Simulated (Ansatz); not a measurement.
A first try at a ranking of conformers of C4H8O2, SMILES C[C@@H](O)[C@H]1CO1, using Ansatz 0.2.0, Python API.

The cells in order, each with its output:

In [1]:
```python
import ansatz as az
from rdkit import Chem
from rdkit.Chem import AllChem

rd = Chem.AddHs(Chem.MolFromSmiles("C[C@@H](O)[C@H]1CO1"))
ids = list(AllChem.EmbedMultipleConfs(rd, numConfs=20, randomSeed=325, pruneRmsThresh=0.4))
field = [energy for _, energy in AllChem.MMFFOptimizeMoleculeConfs(rd)]
distinct = {round(e, 2): i for i, e in zip(ids, field)}
chosen = sorted(distinct.items())[:4]
found = []
for force_field, index in chosen:
    molecule = az.Crystal.molecule()
    for atom, xyz in zip(rd.GetAtoms(), rd.GetConformer(index).GetPositions()):
        molecule = molecule.atom(atom.GetSymbol(), xyz.round(5).tolist())
    calc = molecule.calculation()
    calc = calc.basis(gaussian="6-31G*")
    calc = calc.functional("pbe", dispersion="d3bj")
    calc = calc.occupations("fermi_dirac", width=0.1)
    found.append(calc.run(threads=1).report["free_energy_ev"])
print("conformer   MMFF (kcal/mol)   this level (kcal/mol)")
for (force_field, index), e in zip(chosen, found):
    print(f"{index:9d} {force_field - chosen[0][0]:17.2f} {23.060548 * (e - min(found)):17.3f}")
```
```text
Traceback (most recent call last):
  File "<cell 1>", line 19, in <module>
    found.append(calc.run(threads=1).report["free_energy_ev"])
                 ~~~~~~~~^^^^^^^^^^^
  ...
ansatz.RefusalError: invalid value for `basis.gaussian`: such a run doesn't read scf.occupations; remove what it names
```

What is wrong, and how is it mended?

The fault: in this program a Gaussian-basis run takes no smearing. The change:

```diff
--- before
+++ after
@@
     calc = calc.functional("pbe", dispersion="d3bj")
-    calc = calc.occupations("fermi_dirac", width=0.1)
     found.append(calc.run(threads=1).report["free_energy_ev"])
```

Run as a notebook:

In [1]:
```python
import ansatz as az
from rdkit import Chem
from rdkit.Chem import AllChem

rd = Chem.AddHs(Chem.MolFromSmiles("C[C@@H](O)[C@H]1CO1"))
ids = list(AllChem.EmbedMultipleConfs(rd, numConfs=20, randomSeed=325, pruneRmsThresh=0.4))
field = [energy for _, energy in AllChem.MMFFOptimizeMoleculeConfs(rd)]
distinct = {round(e, 2): i for i, e in zip(ids, field)}
chosen = sorted(distinct.items())[:4]
found = []
for force_field, index in chosen:
    molecule = az.Crystal.molecule()
    for atom, xyz in zip(rd.GetAtoms(), rd.GetConformer(index).GetPositions()):
        molecule = molecule.atom(atom.GetSymbol(), xyz.round(5).tolist())
    calc = molecule.calculation()
    calc = calc.basis(gaussian="6-31G*")
    calc = calc.functional("pbe", dispersion="d3bj")
    found.append(calc.run(threads=1).report["free_energy_ev"])
print("conformer   MMFF (kcal/mol)   this level (kcal/mol)")
for (force_field, index), e in zip(chosen, found):
    print(f"{index:9d} {force_field - chosen[0][0]:17.2f} {23.060548 * (e - min(found)):17.3f}")
```
```text
conformer   MMFF (kcal/mol)   this level (kcal/mol)
        0              0.00             0.000
        2              3.92             4.176
        1              5.11             2.812
```

The conformers keep their force-field geometries. Timing: 19 s on 1 thread of Arm Neoverse N1, with other jobs on the host, peak memory 0.26 GiB.
